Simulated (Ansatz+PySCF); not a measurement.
Results of a calculation; reference values are marked as such.
**Several solutions for singlet CH₂**

```yaml
atoms:
  - { symbol: C, position_ang: [0.0019, -0.0058, -0.1717] }
  - { symbol: H, position_ang: [0.0031, 0.8537, 0.5341] }
  - { symbol: H, position_ang: [-0.0072, -0.8554, 0.5365] }
```

Basis set: def2-SVP (spherical functions). Charge 0, multiplicity 1.

UHF was run from several starts with Ansatz (development build ahead of 0.2.0) and PySCF 2.14.0.

| run | program | start | converged | energy (hartree) | <S²> |
| --- | --- | --- | --- | --- | --- |
| A | PySCF | guess 1e, instabilities followed | yes | -38.84509 | 0.00 |
| B | Ansatz | stability test followed | yes | -38.86405 | 0.72 |
| C | PySCF | program defaults | yes | -38.84509 | 0.00 |
| D | PySCF | guess huckel, instabilities followed | yes | -38.86405 | 0.72 |
| E | PySCF | guess minao, instabilities followed | yes | -38.84509 | 0.00 |
| F | Ansatz | search for the lowest state | yes | -38.86405 | 0.72 |
| G | PySCF | guess atom, instabilities followed | yes | -38.86405 | 0.72 |
| H | Ansatz | atomic start, no search | yes | -38.84509 | 0.00 |

Problem. Which runs reached the lowest solution of this kind, and what is wrong with the others?

Solution. B, D, F, G reached the lowest solution found. Converged but too high: A by 0.52 eV, C by 0.52 eV, E by 0.52 eV, H by 0.52 eV. Convergence only shows a stationary point, and even a stable one can lie too high; stability tests and further starts are what find lower ones. Caution: another spin multiplicity may lie lower. Caution: the unrestricted determinant is spin contaminated. Caution: the determinant breaks the point group.
